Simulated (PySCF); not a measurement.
Name the molecule from its bond curve

A diatomic of charge 0 contains Mg. Its triplet curve at PBE0 in a double-zeta basis (spin-free X2C with a Gaussian nucleus, PySCF), in eV from the separated fragments:

(R (Å), E (eV)): (1.812, -1.155), (1.896, -1.455), (1.981, -1.620), (2.044, -1.677), (2.107, -1.692), (2.170, -1.674), (2.255, -1.614), (2.360, -1.501), (2.486, -1.335), (2.655, -1.103)

The fit gives ωe = 530 cm⁻¹ and the rotational constant Bₑ = 0.4773 cm⁻¹.

Task: Which atom is the partner?

Result: The minimum lies at 2.101 Å, so the reduced mass is 16.8576 u Å² cm⁻¹/(Bₑ·Re²) = 8.001 u. With Mg at 23.99 u the partner weighs about 12.0 u: C. The molecule is MgC.

The state was picked by a PBE0 search and need not be the measured ground state.
